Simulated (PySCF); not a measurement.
PO2 (charge +1).
Atom-mapped SMILES: `[O:1]=[P+:2]=[O:3]`

Structure used (PBE0-D3(BJ)/def2-SVP), in Å, numbered top down from 1:
```
atom  x, y, z in Å
O1    -1.3002    0.5455    0.0254
P2     0.0561    0.0531    0.0223
O3     1.4121   -0.4399    0.0192
```

Computed with MP2 and CCSD/aug-cc-pVDZ in PySCF, restricted Hartree–Fock reference, 7 core orbitals frozen, non-relativistic, gas phase, PBE0-D3(BJ)/def2-SVP geometry.

E(HF) = -490.05658 Eh.

Problem. How large is the problem?

Solution. 73 basis functions and 30 electrons; 7 orbitals frozen, which leaves o = 8 correlated occupied and v = 58 virtual orbitals. That is o·v = 464 singles and o·v(o·v + 1)/2 = 107880 distinct closed-shell doubles amplitudes before symmetry; the costliest CCSD step grows as o²v⁴ = 7.2 × 10^8.

Problem. What are the MP2 and CCSD correlation energies?

Solution. MP2 -0.5307 Eh and CCSD -0.5178 Eh, which gives totals of -490.58727 and -490.57440 Eh. That is 0.881 eV for each correlated electron at CCSD (1360 kJ/mol in all, 0.106 % of the total energy); MP2 gives 102.5 % of the CCSD value.

Problem. What is the T1 diagnostic?

Solution. 0.0275, above the customary warning level of 0.02 for a single-reference treatment. It is the norm of the spatial-orbital singles amplitudes over the root of the number of correlated electrons, so the norm is 0.110.

Connected triples and the basis-set limit are missing.

The job also held the EOM ionisation and excitation roots. The run took 26 s on one thread of an Arm Neoverse V1, no GPU, shared host with 64 logical CPUs at a one-minute load of 13, and the process peaked at 0.42 GiB of memory.
